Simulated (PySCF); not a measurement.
# Two-dimensional NMR puzzle

Compound of formula C$_{6}$H$_{14}$. Correlations simulated from computed shifts and the bond graph:

HSQC (one-bond C–H):
| δH | δC |
| --- | --- |
| 1.24 | 41.0 |
| 0.90 | 11.3 |
| 0.89 | 31.0 |

COSY cross peaks (H two or three bonds apart, from the bond graph; peaks can be absent where the dihedral angle is near 90°):
| δH | δH |
| --- | --- |
| 1.24 | 0.90 |

HMBC (two and three bonds, from the bond graph):
| δH | δC |
| --- | --- |
| 1.24 | 33.7, 31.0, 11.3 |
| 0.90 | 41.0, 33.7 |
| 0.89 | 41.0, 33.7, 31.0 |

Carbons without hydrogens: δ 33.7.

- geometry: PBE0-D3(BJ)/def2-TZVP
- shielding tensors at B97-2/pcSseg-2 (GIAO)
- run in PySCF 2.14
- no solvent, a single conformation, averaged over atoms made equivalent by symmetry, fast rotation or ring inversion, non-relativistic Hamiltonian

Chemical shifts δ = σref − σ; TMS for ¹H (σref 31.64), ¹³C (σref 185.38), all at this level.

Exchangeable hydrogens are left out of these lists.

Q: Which molecule is this?

A: SMILES CCC(C)(C)C.

Atom-mapped SMILES (the numbers label the heavy atoms): `[CH3:1][CH2:2][C:3]([CH3:4])([CH3:5])[CH3:6]`; H(Xn) means a hydrogen on atom n.

- δC 41.0 is C2, an sp3 CH2 (δH 1.24).
- δC 33.7 is C3, a quaternary sp3 carbon.
- δC 31.0 is C4/C5/C6, a methyl carbon (δH 0.89).
- δC 11.3 is C1, a methyl carbon (δH 0.90).
- HMBC from δH 1.24 reaches the proton-free carbon C3.
- HMBC from δH 0.90 reaches the proton-free carbon C3.
- HMBC from δH 0.89 reaches the proton-free carbon C3.
- COSY links 1.24–0.90.

The data come from this structure; uniqueness wasn't tested.

Shifts are as computed. Against solution values, carbons near 30 ppm lie about +3 ppm off and those near 130 ppm about +7 ppm. Of 1309 compounds with measured shifts, 239 miss one by over three times the rms of a fit or turn the order of signals round; such compounds aren't used in these exercises.
